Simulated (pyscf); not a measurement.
**Routes from H₃C–Br (SMILES CBr) + CH₃• (SMILES [CH3])**

Candidate steps break at most two bonds and form at most two. Each was searched with GFN2-xTB (tblite) first. Optimised with ωB97X-D3(BJ)/def2-SVP in PySCF. Energies: ωB97M-D3(BJ)/def2-TZVP, kcal/mol, from the separated reactants, doublet surface; ΔG‡ with ideal gas, 1 atm, RRHO with modes under 100 cm⁻¹ raised to 100, one conformer, R ln 2 for chiral ones without a mode under 150 cm⁻¹.

```
products                       type   ΔE‡     ΔE  ΔG‡ 298 K  ΔG‡ 900 K  ν‡ (cm⁻¹)
-------------  --------------------  ----  -----  ---------  ---------  ---------
•H₂C–Br + CH₄  hydrogen abstraction  14.1   -4.7       20.9       37.4      1832i
H₃C–CH₃ + Br•     substitution at C  18.7  -23.2       29.9       48.9       903i
```

Plain bond fissions and candidates not yet searched are not listed, and one of them may be faster. Each barrier is that of the saddle found; lower ones may exist. Left out: orbital degeneracy and the spin-orbit lowering of Br, which is large for Br, Se, Te and I. Elements up to Kr have no core potential and no relativistic terms here.
